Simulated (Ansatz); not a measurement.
CH₃NS, closed shell: a pair in one relaxed arrangement.

Input (in.yaml):

```yaml
crystal:
  periodic: [false, false, false]
  atoms:
    - {symbol: S, position_ang: [-0.424785, -0.216589, -2.589225]}
    - {symbol: H, position_ang: [0.177289, -1.414581, -2.561891]}
    - {symbol: H, position_ang: [-0.246582, -0.031003, -1.269633]}
    - {symbol: C, position_ang: [0.166935, 0.559661, 2.164724]}
    - {symbol: N, position_ang: [0.064675, 0.303650, 1.053812]}
    - {symbol: H, position_ang: [0.262570, 0.798861, 3.202213]}
basis:
  gaussian: {orbitals: "def2-TZVPPD.json"}
hamiltonian: {xc: pbe, dispersion: d4}
```

The basis file named in the input lies beside it (Basis Set Exchange, JSON).

Launched with

```bash
ansatz run in.yaml --threads 2 --pin off --events-out ev --progress --plain --max-ram 5222MiB
```

What Ansatz 0.2.0 printed:

```
Functional definition: PBE
  name "PBE"
  cite "Perdew, Burke & Ernzerhof, Phys. Rev. Lett. 77, 3865 (1996) doi:10.1103/PhysRevLett.77.3865"
  parent pbe
  parameter kappa = 0.804
  parameter beta = 0.06672455060314922
  exchange = pbe_x(kappa = kappa, mu = beta*pi^2/3)
  correlation = pbe_c(beta = beta)
848 factors; their error is unknown
mean field evaluation 1: about -13398.4521 eV, gradient 5.0e1 eV
mean field evaluation 2: about -13383.2527 eV, gradient 9.1e1 eV
mean field evaluation 4: about -13403.7678 eV, gradient 3.9e0 eV
mean field evaluation 8: about -13403.7861 eV, gradient 3.1e-1 eV
mean field evaluation 16: about -13403.7862 eV, gradient 6.6e-5 eV
mean field -13403.78615706 eV, -492.5800558594 hartree, gradient 6.6e-5 eV, S^2 0.000000; 0 other end points of the search recorded, 0 dependent functions left out
reference -13403.78621421 eV, -492.5800579594 hartree; 16, 16 occupied and 160, 160 virtual orbitals, 848 factors
Total energy: -13403.84138442 eV, -492.5820854275 hartree
```

The lines “mean field evaluation” count trial sets of orbitals through the whole run, from several starts and some on an approximate energy, so they need not fall steadily or lie above the final value.

The run took about 1.1 s on 2 CPU threads of an Intel Xeon Platinum 8488C (shared host).
